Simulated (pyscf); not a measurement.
This saddle point was located with ωB97X-D3(BJ)/def2-SVP in PySCF.

```xyz
9

F     -0.3816    -0.1887     1.7140
W     -0.8069    -0.2774    -0.1153
F     -0.3817    -2.0775     0.0940
F     -2.0130    -0.9339    -1.3991
F     -2.1675     0.9579     0.3033
H      0.1731     1.2104     0.1207
H      0.6834    -0.2863    -0.8981
H     -0.6987     0.8169    -1.5336
H     -0.2499     1.3323    -0.7885
```

Surface: singlet, charge 0. Lowest wavenumbers (cm⁻¹): 883i, 133, 242, 261, 285.

Q: What reaction is this the transition state of?

A: F–WH₂(F)(F)–F (SMILES [F][WH2]([F])([F])[F]) + H₂ (SMILES [H][H]) ⇌ F–WH₂(F)(F)–F (SMILES [F][WH2]([F])([F])[F]) + H₂ (SMILES [H][H]), a four-centre exchange read from left to right: H–W, H–H broken and H–W, H–H formed. At ωB97M-D3(BJ)/def2-TZVP it lies +0.72 eV from the left side and +0.72 eV from the right (each side as separated species at their lowest minima found). At the saddle there is also a short H–W contact that neither side keeps. This is the saddle that the search found; another between the same sides may lie lower. Elements past Kr carry the def2 core potentials, without spin-orbit coupling.
